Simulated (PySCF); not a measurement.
**OF (Oxygen monofluoride): U-wB97M-V/aug-cc-pVTZ**

What is the vertical electron affinity of OF (Oxygen monofluoride) at U-wB97M-V/aug-cc-pVTZ? 

The results are computed with PySCF 2.14.0.

1 further run of the same task is left out (set aside as unsound or not needed).

## (1) Starting point

The species is OF (2 atoms), meant as a doublet with charge 0. As SMILES, `[O]F`. The coordinates come from a PBE0-D4/def2-TZVP relaxation.

Bond lengths: O1–F2 1.330 Å.

## (2) A single-point energy at U-wB97M-V/aug-cc-pVTZ

Input file input.py:

```python
from pyscf import gto, dft

system = gto.M(
    atom='O 0.000000 0.000000 -0.015950; F -0.000000 -0.000000 1.314400',
    max_memory=1860,
    spin=1,
    verbose=3,
    basis='aug-cc-pvtz',
)

calc0 = dft.UKS(system, xc='wb97m-v')
calc0.nlcgrids.level = 1
calc0.conv_tol = 1e-10
calc0.grids.level = 5
calc0.kernel()
if not calc0.converged:
    calc0 = calc0.newton().run(calc0.mo_coeff, calc0.mo_occ)

e_final = calc0.e_tot
print('Final energy', e_final)
```

Command:

```
$ OMP_NUM_THREADS=1 python input.py
```

What it wrote:

```text
converged SCF energy = -174.903423702884  <S^2> = 0.75344353  2S+1 = 2.0034406
Final energy -174.90342370288403
```

Wall time 32 s (1 thread of Arm Neoverse V2, shared host); peak memory 0.48 GiB.

## (3) The singlet anion, same level

Input file run.py:

```python
from pyscf import gto, dft

system = gto.Mole()
system.atom = '''
O    0.000000   0.000000  -0.015950
F    0.000000   0.000000   1.314400
'''
system.max_memory = 1860
system.charge = -1
system.basis = 'aug-cc-pvtz'
system.verbose = 3
system.build()

mf = dft.RKS(system, xc='wb97m-v')
mf.nlcgrids.level = 1
mf.grids.level = 5
mf.conv_tol = 1e-10
mf.kernel()
if not mf.converged:
    mf = mf.newton().run(mf.mo_coeff, mf.mo_occ)

etot = mf.e_tot
print(f'total energy: {etot:.8f} hartree')
```

Command:

```
$ OMP_NUM_THREADS=1 python run.py
```

What it wrote:

```text
converged SCF energy = -174.967786617544
total energy: -174.96778662 hartree
```

It took 18 s on 1 thread of Arm Neoverse V2, shared host; peak memory 0.47 GiB.

## (4) Outcome

Level: U-wB97M-V/aug-cc-pVTZ.

| quantity | value |
| --- | --- |
| doublet OF: total energy | -174.90342 Eh |
| doublet OF: dipole moment | 0.06 D |
| doublet OF: HOMO energy (highest over α and β) | -11.72 eV |
| doublet OF: LUMO energy (lowest over α and β) | -2.33 eV |
| doublet OF: ⟨S²⟩ | 0.753 |
| singlet anion: total energy | -174.96779 Eh |
| singlet anion: HOMO energy | -1.39 eV |
| singlet anion: LUMO energy | 6.79 eV |
| singlet anion: HOMO–LUMO gap (to an unbound level, set by the basis) | 8.18 eV |
| vertical electron affinity (to the singlet anion) | 1.751 eV |

**Reading.** At fixed nuclei the extra electron is bound by 1.75 eV (169 kJ/mol).
